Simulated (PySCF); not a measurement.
## Phosphorus: highly charged ions in a basis for the neutral atom

P⁷⁺ [He] 2s2 2p4, P⁸⁺ [He] 2s2 2p3. Calculation: PySCF 2.14, in def2-TZVP; no relativity, point nucleus. No spin-orbit coupling, so a gap to NIST mixes the basis error with missing relativistic terms.

Changed run: basis of the neutral atom used for a highly charged ion. This setting is unsound on purpose.

```csv
species,method,sound run (hartree),changed run (hartree),converged
P⁷⁺,UHF,not run,-316.66571,yes
P⁷⁺,B3LYP,not run,-316.93134,yes
P⁷⁺,TPSS,not run,-316.99701,yes
P⁸⁺,UHF,not run,-305.34565,yes
P⁸⁺,B3LYP,not run,-305.51718,yes
P⁸⁺,TPSS,not run,-305.57985,yes
```

Ionisation energy of P⁷⁺:

| method | changed run (eV) | NIST (eV) |
| --- | --- | --- |
| UHF | 308.03 | 309.6 ± 0.1 |
| B3LYP | 310.60 | 309.6 ± 0.1 |
| TPSS | 310.68 | 309.6 ± 0.1 |

The contracted functions were made for the neutral atom and can be too rigid for a highly charged ion.
